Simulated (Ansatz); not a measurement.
**hcp Re**

The numbers are results of LDA (plane waves, PAW; Ansatz, a first-principles code), not measurements.

Run with plane-wave cutoff 500 eV, 5×5×5 k mesh, Fermi–Dirac smearing 0.1 eV, cell of 36 sites, scalar-relativistic PAW data made under PBE.

Cell: relaxed at this level.

| Item | Result |
|---|---|
| vacancy formation energy | 3.75 eV |
| vacancy formation energy before relaxation | 3.83 eV |

Note: energies are extrapolated to zero smearing, and mesh and cell size move such values by some hundredths of an eV or more.

Spin–orbit coupling is not included.

Static lattice: no zero-point or thermal effects.

The result took roughly 24 core-minutes.
